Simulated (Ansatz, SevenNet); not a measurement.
Elastic constant C33 (GPa) of solids drawn from the class of oxides, at two levels: the machine-learned potential SevenNet-0 (trained on PBE and PBE+U data), and r²SCAN in Ansatz (PAW).

| solid | SevenNet-0 | r²SCAN |
|---|---|---|
| rutile SnO₂ | 340 | 438 |
| corundum Ga₂O₃ (metastable phase) | 312 | 377 |
| anatase TiO₂ (metastable phase) | 191 | ? |
| rutile TiO₂ | 439 | 517 |
| A-type hexagonal La₂O₃ | 119 | 134 |
| stishovite (SiO2) | 707 | 766 |

### Question
Estimate the withheld r²SCAN value from the other rows.

### Answer
One way: carry over the typical ratio. The ratios r²SCAN / SevenNet-0 of the other rows, in order: 1.083, 1.126, 1.178, 1.208, 1.288; median 1.178. Anatase TiO₂ (metastable phase): 191 × 1.178 = 225 GPa; the run gives 209 GPa. The ratios spread from 1.083 to 1.288, so such an estimate is rough.

Over all 6 rows r²SCAN is the larger in 6.

Ansatz's runs of these crystals have no spin polarisation.

Spin–orbit coupling is left out, also for the solids with elements from indium on (rutile SnO2, A-type hexagonal La2O3); its size isn't shown.

Each level is taken at its own relaxed cell. Ansatz's density-functional and Hartree–Fock values are scalar-relativistic unless marked +SOC, with PAW data made under PBE.

Ansatz is a first-principles code.
